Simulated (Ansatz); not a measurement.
# Relaxing SiMo3

Method: DFT r2SCAN, scalar-relativistic, plane waves, PAW in Ansatz. Cutoff 500 eV, Γ-centred k mesh, Gaussian smearing, no spin polarisation in the final step.

SiMo3 was placed on the Cu3Au (L1_2) structure type (Pm-3m, No. 221), with Si in place of Au, Mo in place of Cu, at a guessed volume.

```
Si Mo
1.0
     3.86746    0.00000    0.00000
     0.00000    3.86746    0.00000
     0.00000    0.00000    3.86746
Si Mo
1 3
Direct
  0.00000 0.00000 0.00000
  0.00000 0.50000 0.50000
  0.50000 0.00000 0.50000
  0.50000 0.50000 0.00000
```

Cell and atoms relax at zero pressure; the relaxation can't lower the symmetry of the start. After a coarse first stage the cell is made exact in the group found at 0.06 Å.

Formation energies are uncorrected and refer to the elements' standard structures at the same level.

Problem. Describe the relaxed structure.

Solution. It keeps Pm-3m (No. 221). The result still has the Cu3Au (L1_2) structure. Conventional cell: a = 3.901 Å. Around Si lie 12 Mo at 2.76 Å; Mo has 4 Si at 2.76 Å and 8 Mo at 2.76 Å.

```cif
data_structure
_symmetry_space_group_name_H-M 'Pm-3m'
_symmetry_Int_Tables_number 221
_cell_length_a 3.9006
_cell_length_b 3.9006
_cell_length_c 3.9006
_cell_angle_alpha 90.000
_cell_angle_beta 90.000
_cell_angle_gamma 90.000
_cell_volume 59.35
loop_
_atom_site_label
_atom_site_type_symbol
_atom_site_symmetry_multiplicity
_atom_site_Wyckoff_symbol
_atom_site_fract_x
_atom_site_fract_y
_atom_site_fract_z
_atom_site_occupancy
Si1 Si 1 a 0.00000 0.00000 0.00000 1
Mo1 Mo 3 c 0.00000 0.50000 0.50000 1
```

Problem. What are its volume, energy, density and gap?

Solution. The volume per atom is 14.84 Å³, the density is 8.84 g/cm³ and the energy over the elements is 0.04 eV/atom. The gap on the 12×12×12 mesh is 0 eV (a metal).

The final run used a 12×12×12 mesh on its 4-atom cell and 0.10 eV smearing. For metals, differences of a few meV/atom aren't resolved. A structure relaxed within its symmetry needn't be a true minimum.

Cost: 3 runs of about 1.2 core-minutes in all, on Arm Neoverse V2 (shared hosts).